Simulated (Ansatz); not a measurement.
I need a ranking of conformers of C4H7N, SMILES C=CNC=C. Use Ansatz 0.2.0, Python API. Level of theory (for the species named): Hartree-Fock, cc-pVDZ basis, multiplicity 1.

Script `conformers_c4h7n.py`:
```python
"""Conformer energies of C4H7N."""

import ansatz as az
from rdkit import Chem
from rdkit.Chem import AllChem

BASIS_SET = "cc-pVDZ"
XC = "hf"

rd = Chem.AddHs(Chem.MolFromSmiles("C=CNC=C"))
ids = list(AllChem.EmbedMultipleConfs(rd, numConfs=20, randomSeed=994, pruneRmsThresh=0.4))
field = [energy for _, energy in AllChem.MMFFOptimizeMoleculeConfs(rd)]
distinct = {round(e, 2): i for i, e in zip(ids, field)}
chosen = sorted(distinct.items())[:3]
found = []
for force_field, index in chosen:
    molecule = az.Crystal.molecule()
    for atom, xyz in zip(rd.GetAtoms(), rd.GetConformer(index).GetPositions()):
        molecule = molecule.atom(atom.GetSymbol(), xyz.round(5).tolist())
    job = molecule.calculation().basis(gaussian=BASIS_SET).functional(XC)
    found.append(job.run(threads=1).report["free_energy_ev"])
print("conformer   MMFF (kcal/mol)   this level (kcal/mol)")
for (force_field, index), e in zip(chosen, found):
    print(f"{index:9d} {force_field - chosen[0][0]:17.2f} {23.060548 * (e - min(found)):17.3f}")
```

`python conformers_c4h7n.py` gives:
```text
conformer   MMFF (kcal/mol)   this level (kcal/mol)
        0              0.00             0.000
        3              2.73             1.661
        4              8.09             4.594
```

The conformers keep their force-field geometries. Wall time of the script: 3.6 s on 1 thread of Arm Neoverse V1, on a shared host, peak memory 0.3 GiB.
